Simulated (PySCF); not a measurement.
# CH4: the cost of one run

Programs: PySCF 2.14.0, with density-fitted response routines of our own. Each step states its level of theory. These are calculated values for one molecule in the gas phase, unless marked as measured. Atoms are numbered from 0 throughout.

### Step 1. The molecule as given

5 atoms, charge 0, multiplicity 1; geometry from: GFN2-xTB. The atoms were then displaced at random by about 0.01 Å, so the start is not that level's minimum.

Bonds of the start (Å): C0–H1 1.05, C0–H2 1.10, C0–H3 1.07, C0–H4 1.10.

### Step 2. Optimising the geometry at PBE0-D3(BJ)/def2-SVP

The job: settings as JSON, then the geometry in Å.

```
{"job": {"xc": "PBE0", "basis": "def2-SVP", "d3": "d3bj", "grid": 1, "shake": 0.01, "kind": "geom"}, "charge": 0, "multiplicity": 1}
C      0.022110    -0.024980     0.000730
H      0.899700    -0.599310    -0.019020
H      0.180510     0.966050    -0.453530
H     -0.295650     0.133670     1.015120
H     -0.773100    -0.509410    -0.581190
```

Command:

```sh
> OMP_NUM_THREADS=1 python probes_run.py task.json out
```

This one command runs all jobs of the session in turn.

Q: Estimate the wall time and peak memory of this first job on 1 thread of Arm Neoverse N1, shared host.

About 2 s, with a peak of 0.25 GiB.
